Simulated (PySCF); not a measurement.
# How far each method lies from RCCSDT for PH⁻, quartet

Geometry: that of the PH, triplet, kept fixed. The doublet lies 1.6 eV lower here.

| atom | x (Å) | y (Å) | z (Å) |
| --- | --- | --- | --- |
| P | 0.0000 | 0.0000 | 0.0000 |
| H | 0.0000 | 0.0000 | 1.4282 |

Basis aug-cc-pVDZ; PySCF 2.14.0. Only valence electrons are correlated (noble-gas cores frozen), which leaves 7 electrons in 31 orbitals. Prefix R: restricted or restricted open-shell reference; prefix U: unrestricted. This anion state lies near or above the neutral species, so the extra electron is weakly bound or unbound and the energies hang on the diffuse functions.

Full CI isn't at hand for all of this; RCCSDT serves as the reference. It lacks quadruple excitations. The frozen core follows each run's orbitals, which can shift R against U totals by a few meV.

The UHF ⟨S²⟩ is 3.773, the T1 diagnostic (ROHF- or RHF-based CCSD) is 0.0334 and the largest doubles amplitude (ROHF- or RHF-based CCSD) is 0.064. The T1 diagnostic (UCCSD) is 0.0316.

| level | E − E(RCCSDT) (mEh) | share of correlation (%) | wall time |
| --- | --- | --- | --- |
| RHF | 127.46 | 0.00 | – |
| UHF | 121.00 | 5.07 | – |
| RMP2 | 27.36 | 78.53 | – |
| UMP2 | 28.53 | 77.62 | – |
| RCCSD | 4.20 | 96.71 | – |
| UCCSD | 4.03 | 96.84 | – |
| RCCSD(T) | 0.77 | 99.40 | 0.68 s |
| UCCSD(T) | 0.74 | 99.42 | 0.59 s |
| UCCSDT | -0.03 | 100.02 | 23 s |

The correlation energy at RCCSDT, counted from RHF, is -3.468 eV. That run took 23 s on 1 thread of AMD EPYC 7B13, shared host.

Times are those of the correlated step on a shared host, with one SCF added for the restricted CCSD run; they ran on 1 thread of AMD EPYC 7B13.
